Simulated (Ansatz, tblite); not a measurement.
**The cluster FeF2: rung by rung**

Aim: run the singlet of the cluster FeF2 at one geometry on many levels, and compare frontier levels, spin and run time.

The runs use Ansatz 0.2.0, Gaussian basis; as each input shows.

Levels to be run: GFN1-xTB, GFN2-xTB, PBE-D4/def2-TZVP, r2SCAN-D4/def2-TZVP, LDA/def2-TZVP, CAM-B3LYP-D4/def2-TZVP, PBE-QIDH/def2-TZVP, ωB97X-V/def2-TZVP, B2PLYP/def2-TZVP, PBE+5HF/def2-TZVP, PBE+10HF/def2-TZVP, PBE+15HF/def2-TZVP, PBE+35HF/def2-TZVP, PBE+50HF/def2-TZVP, PBE-D4/def2-SVP, PBE0-D4/def2-SVP, PBE0-D4/def2-TZVPD, PBE-D4/def2-TZVPD, r2SCAN-D4/def2-TZVPD, CCSD(T)/def2-TZVPP, MP2/def2-TZVP, CCSD(T)/def2-TZVPD.

2 further runs of the same task are left out: 1 for a known fault of the program, 1 that didn't finish. Runs told in other sessions of the task aren't counted.

**1. The relaxed structure**

The singlet was relaxed beforehand with r2SCAN-D4/def2-TZVP. At that level it is the lowest of the isomers that a small search found.

3 atoms, charge 0, spin multiplicity 1.

Bond lengths: Fe1–F2 1.698 Å, Fe1–F3 1.698 Å. Angles: F2–Fe1–F3 180.0°.

Geometry (Å):

| atom | x (Å) | y (Å) | z (Å) |
| --- | --- | --- | --- |
| Fe1 | 0.0001 | -0.0001 | -0.0001 |
| F2 | 1.1665 | 0.3670 | 1.1778 |
| F3 | -1.1667 | -0.3669 | -1.1777 |

No spin-orbit coupling is included.

PBE0-D4/def2-TZVP was run before; its log isn't repeated, and its numbers join the tables.

**2. GFN1-xTB**

Tight binding, by tblite at 300 K electronic temperature and without a spin-polarisation term:

```python
tblite.interface.Calculator('GFN1-xTB', numbers, positions, charge=0, uhf=0).singlepoint()
```

Energy -359.3889 eV, HOMO -14.59 eV, LUMO -13.95 eV; 0.002 s.

**3. GFN2-xTB**

Tight binding, by tblite at 300 K electronic temperature and without a spin-polarisation term:

```python
tblite.interface.Calculator('GFN2-xTB', numbers, positions, charge=0, uhf=0).singlepoint()
```

Energy -346.0781 eV, HOMO -9.18 eV, LUMO -7.28 eV; 0.002 s.

**4. PBE-D4/def2-TZVP**

start.molden holds the orbitals of an earlier run on this state, given as this run's starting guess.

File in.yaml:

```yaml
crystal:
  periodic: [false, false, false]
  atoms:
    - {symbol: Fe, position_ang: [0.000118, -0.000126, -0.000078]}
    - {symbol: F, position_ang: [1.166540, 0.367030, 1.177796]}
    - {symbol: F, position_ang: [-1.166658, -0.366904, -1.177718]}
basis:
  gaussian: {orbitals: def2-TZVP, initial_orbitals: start.molden}
hamiltonian: {xc: pbe, dispersion: d4}
scf: {omitted_lower_state_checks: [starts]}
output: {orbitals: {seedname: orbitals}}
```

Started as:

```console
ansatz run in.yaml --threads 4 --pin off --events-out ev --progress --plain --max-ram 3916MiB
```

Further steps of the session: r2SCAN-D4/def2-TZVP; LDA/def2-TZVP; CAM-B3LYP-D4/def2-TZVP; PBE-QIDH/def2-TZVP; ωB97X-V/def2-TZVP; B2PLYP/def2-TZVP; PBE+5HF/def2-TZVP; PBE+10HF/def2-TZVP; PBE+15HF/def2-TZVP; PBE+35HF/def2-TZVP; PBE+50HF/def2-TZVP; PBE-D4/def2-SVP; PBE0-D4/def2-SVP; PBE0-D4/def2-TZVPD; PBE-D4/def2-TZVPD; r2SCAN-D4/def2-TZVPD; CCSD(T)/def2-TZVPP; MP2/def2-TZVP; CCSD(T)/def2-TZVPD.

Q: Predict the results of all the runs planned. Wanted: gap in def2-TZVP, named functionals, smallest and largest; gap over the share of exact exchange; correlation energy, CCSD(T)/def2-TZVPP; correlation energy, MP2/def2-TZVP; correlation energy, CCSD(T)/def2-TZVPD; binding an atom, functionals in def2-TZVP; PBE0 total energy, smallest basis above largest.

As calculated:

```
                                                 quantity                                   value
gap in def2-TZVP, named functionals, smallest and largest  0.83 eV (r2SCAN-D4), 9.21 eV (ωB97X-V)
                     gap over the share of exact exchange         0.77 eV at 0.05, 8.14 eV at 0.5
                   correlation energy, CCSD(T)/def2-TZVPP                               -30.30 eV
                        correlation energy, MP2/def2-TZVP                               -26.20 eV
                   correlation energy, CCSD(T)/def2-TZVPD                               -27.37 eV
                binding an atom, functionals in def2-TZVP        1.98 (PBE-QIDH) to 3.28 eV (LDA)
          PBE0 total energy, smallest basis above largest         11.99 eV (def2-SVP, def2-TZVPD)
```

What this shows: Over the named functionals in def2-TZVP the gap runs from 0.83 eV (r2SCAN-D4) to 9.21 eV (ωB97X-V); exact exchange widens it. Raising the share of exact exchange from 0.05 to 0.5 moves the HOMO by -3.85 eV and the LUMO by +3.52 eV. LDA, PBE-D4 leave an empty level below a filled one, so this occupation isn't an aufbau state there; left out of the range. Notes on CCSD(T)/def2-TZVPP and its Hartree-Fock reference, which MP2 shares: restricted state is unstable towards broken spin symmetry.
